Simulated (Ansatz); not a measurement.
# AlC (quartet): from Hartree-Fock to the top rungs at distance Al1–C2 = 1.967 Å, cc-pVTZ

Aim: climb from Hartree-Fock through coupled cluster and multireference methods for AlC (quartet) at one geometry and basis, and see what each rung misses.

Program: Ansatz 0.2.0, Gaussian basis. Level of theory: cc-pVTZ, core rule «outside noble gas», up to 6 orbitals frozen. These are calculated values, not measurements.

The runs, in order: UHF; CCSD(T) on ROHF; CCSD(T) on UHF; BCCD(T) on ROHF; CISD; CCSDT(Q) on ROHF; CCSDT(Q) on UHF; CASSCF and MRCISD+Q, 5 electrons in 5 orbitals; CASSCF and NEVPT2, 5 electrons in 5 orbitals; CASSCF and MRCISD+Q, 7 electrons in 8 orbitals; CASSCF and NEVPT2, 7 electrons in 8 orbitals.

10 further runs of the same task are left out: 1 for a mislabelled method, 7 that didn't finish, 2 set aside as unsound or not needed.

### Step 1. What is computed

The geometry derives from a PBE0/def2-TZVP stationary point (not a proven minimum). One bond is set to the value named and the two fragments are kept rigid.

2 atoms, charge 0, spin multiplicity 4.

Atoms are counted from 1 here; the program's logs count them from 0.

Bond lengths: Al1–C2 1.967 Å.

### Step 2. UHF

The input, in.yaml:

```yaml
crystal:
  periodic: [false, false, false]
  atoms:
    - {symbol: Al, position_ang: [0.000000, 0.000000, 0.000000]}
    - {symbol: C, position_ang: [0.000000, 0.000000, 1.966767]}
basis:
  gaussian: {orbitals: cc-pVTZ}
magnetization: {spin_polarized: true, initial_magnetization: 3}
hamiltonian: {xc: hf}
output: {orbitals: {seedname: orbitals}}
```

Started as:

```console
ansatz run in.yaml --threads 1 --pin off --events-out ev --progress --plain --max-ram 2393MiB
```

Further steps of the session: CCSD(T) on ROHF; CCSD(T) on UHF; BCCD(T) on ROHF; CISD; CCSDT(Q) on ROHF; CCSDT(Q) on UHF; CASSCF and MRCISD+Q, 5 electrons in 5 orbitals; CASSCF and NEVPT2, 5 electrons in 5 orbitals; CASSCF and MRCISD+Q, 7 electrons in 8 orbitals; CASSCF and NEVPT2, 7 electrons in 8 orbitals.

**Question.** What will the summary of the whole plan be? Wanted: UCCSDT(Q) below the RHF energy; RMP2 from UCCSDT(Q); UMP2 from UCCSDT(Q); RCCSD from UCCSDT(Q); RCCSD(T) from UCCSDT(Q); UCCSD(T) from UCCSDT(Q); RCCSDT(Q) from UCCSDT(Q); NEVPT2 pair from UCCSDT(Q); MRCISD+Q pair from UCCSDT(Q).

As calculated:

| quantity | value |
| --- | --- |
| UCCSDT(Q) below the RHF energy | -4.6408 eV |
| RMP2 from UCCSDT(Q) | +24.77 kcal/mol |
| UMP2 from UCCSDT(Q) | +24.36 kcal/mol |
| RCCSD from UCCSDT(Q) | +5.79 kcal/mol |
| RCCSD(T) from UCCSDT(Q) | +1.35 kcal/mol |
| UCCSD(T) from UCCSDT(Q) | +1.30 kcal/mol |
| RCCSDT(Q) from UCCSDT(Q) | +0.06 kcal/mol |
| NEVPT2 pair from UCCSDT(Q) | +25.31 kcal/mol |
| MRCISD+Q pair from UCCSDT(Q) | +4.13 kcal/mol |
| NEVPT2 valence from UCCSDT(Q) | +16.65 kcal/mol |
| levels within 1 kcal/mol (43 meV) | RCCSDT, UCCSDT, RCCSDT(Q) |
| T1 diagnostic | 0.050 |
| effectively unpaired electrons | 3.07 |

What this shows: RCCSD(T) misses by +1.35 kcal/mol, 1.3 % of the correlation energy. The occupations are near whole numbers, but T1 = 0.050 shows that the orbitals relax strongly. Of the multireference levels listed MRCISD+Q valence comes nearest in total energy (+1.60 kcal/mol), which doesn't show that its space is the better one. These misses are within one basis, not against nature; the frozen cores of restricted and unrestricted runs differ, which can shift their rows.
